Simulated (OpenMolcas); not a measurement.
# [SiH3]+ (SMILES [SiH3+]): the energy, rung by rung

[SiH3]+ has 4 atoms, charge +1, and is taken as a singlet. As SMILES, `[SiH3+]`. The coordinates come from a PBE0-D4/def2-TZVP relaxation.

```xyz
4

Si    0.0000    0.0000    0.0000
H     0.6869    0.6754    1.1130
H    -0.1184   -1.4672   -0.0099
H    -0.5685    0.7917   -1.1031
```

Each level gives the energy change with the Si1–H4 bond stretched from 1.472 to 3.680 Å (eV). The values are calculated.

```json
{"level": "SVWN5/6-31G (restricted)", "kind": "LDA", "program": "OpenMolcas", "value (eV)": "4.44", "less FCI/6-31G": "+1.07"}
{"level": "r2SCAN/6-31G (restricted)", "kind": "meta-GGA", "program": "OpenMolcas", "value (eV)": "4.79", "less FCI/6-31G": "+1.42"}
{"level": "B3LYP/6-31G (restricted)", "kind": "global hybrid", "program": "OpenMolcas", "value (eV)": "4.80", "less FCI/6-31G": "+1.43"}
{"level": "M06-2X/6-31G (restricted)", "kind": "hybrid meta-GGA", "program": "OpenMolcas", "value (eV)": "5.25", "less FCI/6-31G": "+1.88"}
{"level": "B2PLYP/6-31G (restricted)", "kind": "double hybrid", "program": "OpenMolcas", "value (eV)": "4.67", "less FCI/6-31G": "+1.30"}
{"level": "CASPT2(2,2)/6-31G", "kind": "multireference", "program": "OpenMolcas", "value (eV)": "3.29", "less FCI/6-31G": "-0.08"}
{"level": "SC-NEVPT2(2,2)/6-31G", "kind": "multireference", "program": "OpenMolcas", "value (eV)": "3.29", "less FCI/6-31G": "-0.08"}
{"level": "FCI/3-21G", "kind": "exact in the basis", "program": "OpenMolcas", "value (eV)": "3.40", "less FCI/6-31G": "+0.03"}
{"level": "FCI/6-31G", "kind": "exact in the basis", "program": "OpenMolcas", "value (eV)": "3.37", "less FCI/6-31G": "0.00"}
```

FCI/6-31G is exact within its basis and frozen core, so for wave-function methods in that basis the difference is their error; functionals converge differently with the basis, so for them it is only a difference. The first shape isn't each level's own minimum. The values span 3.29 to 5.25 eV. All rows use very small basis sets, so even the best lies far from the true value.
